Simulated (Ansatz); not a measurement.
# How the smallest direct gap on the k points sampled of K2CuVS4 (Fddd, No. 70; structure not from a measured cell) moves with the method

No measured value is used here.

| level (code) | value (eV) |
|---|---|
| LDA (Ansatz) | 1.45 |
| PBEsol (Ansatz) | 1.49 |
| r²SCAN (Ansatz) | 1.69 |

At these levels the smallest gap is indirect and lower: LDA 1.19, PBEsol 1.23, r²SCAN 1.44 eV. Computed values are for a static lattice.  Values are at the PBEsol cell. Cutoffs differ between the levels. Ansatz's density-functional and Hartree–Fock values are scalar-relativistic unless marked +SOC, with PAW data made under PBE.

Ansatz is a first-principles code.
